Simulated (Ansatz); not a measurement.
**C₄H₁₀ (singlet): the correlation ladder, 6-31G***

How much of the correlation energy of C₄H₁₀ (singlet) does each wave-function method recover here?

Program: Ansatz 0.2.0, Gaussian basis. Level of theory: 6-31G*, core rule «outside noble gas», up to 4 orbitals frozen. These are calculated values, not measurements.

Plan: UHF; CCSD(T) on RHF; BCCD(T) on RHF; CISD; CCSDT(Q) on RHF; CASSCF and MRCISD+Q, 8 electrons in 8 orbitals; CASSCF and NEVPT2, 8 electrons in 8 orbitals.

15 further runs of the same task are left out: 2 that didn't finish, 13 set aside as unsound or not needed.

### 1 What is computed

The geometry is an MP2(full)/6-31G* stationary point (not a proven minimum).

14 atoms, charge 0, spin multiplicity 1.

Atoms are counted from 1 here; the program's logs count them from 0.

Bond lengths: C1–H2 1.098 Å, C1–C3 1.526 Å, C1–C7 1.526 Å, C1–C11 1.526 Å, C3–H4 1.095 Å, C3–H5 1.094 Å, C3–H6 1.094 Å, C7–H8 1.095 Å, C7–H9 1.094 Å, C7–H10 1.094 Å, C11–H12 1.095 Å, C11–H13 1.094 Å, C11–H14 1.094 Å. Angles: H2–C1–C3 108.1°, H2–C1–C7 108.1°, H2–C1–C11 108.1°, C3–C1–C7 110.8°, C3–C1–C11 110.8°, C7–C1–C11 110.8°, C1–C3–H4 110.4°, C1–C3–H5 111.3°, C1–C3–H6 111.3°, H4–C3–H5 107.9°, H4–C3–H6 107.9°, H5–C3–H6 108.0°, C1–C7–H8 110.4°, C1–C7–H9 111.3°, C1–C7–H10 111.3°, H8–C7–H9 107.9°, H8–C7–H10 107.9°, H9–C7–H10 108.0° and more.

Geometry (Å):

```
C     0.00000    0.00000    0.36790
H     0.00000    0.00000    1.46622
C     0.00000    1.45029   -0.10529
H     0.00000    1.49400   -1.19990
H    -0.88548    1.98470    0.25224
H     0.88548    1.98470    0.25224
C     1.25599   -0.72515   -0.10529
H     1.29384   -0.74700   -1.19990
H     2.16154   -0.22550    0.25224
H     1.27605   -1.75920    0.25224
C    -1.25599   -0.72515   -0.10529
H    -1.29384   -0.74700   -1.19990
H    -1.27605   -1.75920    0.25224
H    -2.16154   -0.22550    0.25224
```

### 2 UHF

File in.yaml:

```yaml
crystal:
  periodic: [false, false, false]
  atoms:
    - {symbol: C, position_ang: [0.000000, 0.000000, 0.367895]}
    - {symbol: H, position_ang: [0.000000, 0.000000, 1.466215]}
    - {symbol: C, position_ang: [0.000000, 1.450290, -0.105288]}
    - {symbol: H, position_ang: [0.000000, 1.493997, -1.199901]}
    - {symbol: H, position_ang: [-0.885482, 1.984695, 0.252243]}
    - {symbol: H, position_ang: [0.885482, 1.984695, 0.252243]}
    - {symbol: C, position_ang: [1.255988, -0.725145, -0.105288]}
    - {symbol: H, position_ang: [1.293839, -0.746998, -1.199901]}
    - {symbol: H, position_ang: [2.161537, -0.225498, 0.252243]}
    - {symbol: H, position_ang: [1.276055, -1.759197, 0.252243]}
    - {symbol: C, position_ang: [-1.255988, -0.725145, -0.105288]}
    - {symbol: H, position_ang: [-1.293839, -0.746998, -1.199901]}
    - {symbol: H, position_ang: [-1.276055, -1.759197, 0.252243]}
    - {symbol: H, position_ang: [-2.161537, -0.225498, 0.252243]}
basis:
  gaussian: {orbitals: "6-31G*"}
magnetization: {spin_polarized: true, initial_magnetization: 0}
hamiltonian: {xc: hf}
output: {orbitals: {seedname: orbitals}}
```

Launch:

```sh
$ ansatz run in.yaml --threads 1 --pin off --events-out ev --progress --plain --max-ram 3956MiB --backend cpu
```

After this run come: CCSD(T) on RHF; BCCD(T) on RHF; CISD; CCSDT(Q) on RHF; CASSCF and MRCISD+Q, 8 electrons in 8 orbitals; CASSCF and NEVPT2, 8 electrons in 8 orbitals.

Before running them: what should the planned runs give, taken together? Wanted: RCCSDT(Q) below the RHF energy; RMP2 from RCCSDT(Q); RCCSD from RCCSDT(Q); RCCSD(T) from RCCSDT(Q); NEVPT2 frontier from RCCSDT(Q); MRCISD+Q frontier from RCCSDT(Q); T1 diagnostic.

**Answer**, as computed:

| quantity | value |
| --- | --- |
| RCCSDT(Q) below the RHF energy | -16.4198 eV |
| RMP2 from RCCSDT(Q) | +1989.4 meV |
| RCCSD from RCCSDT(Q) | +484.6 meV |
| RCCSD(T) from RCCSDT(Q) | +45.5 meV |
| NEVPT2 frontier from RCCSDT(Q) | +2093.9 meV |
| MRCISD+Q frontier from RCCSDT(Q) | +404.0 meV |
| levels within 1 kcal/mol (43 meV) | BCCD(T), RCCSDT |
| T1 diagnostic | 0.008 |

What this shows: RCCSD(T) lands +45.5 meV from the yardstick (0.3 % of the correlation energy). Of the multireference levels listed MRCISD+Q frontier comes nearest in total energy (+404.0 meV), which doesn't show that its space is the better one. These misses are within one basis, not against nature.
